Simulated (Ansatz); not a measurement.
Basis-set extrapolation for C4H5N (`C/C=C/C#N`) (PBE0-D4/def2-TZVP geometry, frozen core, the Gaussian-basis code of Ansatz). Multiplicity 1, RHF reference.

```csv
,def2-TZVPP,def2-QZVPP
HF,-208.887984,-208.896780
MP2 correlation,-0.826578,-0.879703
CCSD(T) correlation,-0.894929,-0.941752
```

Energies in hartree. Use E(X) = E(∞) + A·exp(−7.88·√X) for Hartree–Fock and E(X) = E(∞) + B·X^(−2.97) for correlation, with X = 3 and 4.

Task: What is the CCSD(T) energy at the basis-set limit?

Result: HF limit: -208.896780 + (-0.008796) × 0.13774 = -208.89799. Correlation limit: -0.941752 + (-0.046823) × 0.74074 = -0.97644. Total: -209.87443 hartree, 57.4 kcal/mol below CCSD(T)/def2-TZVPP.
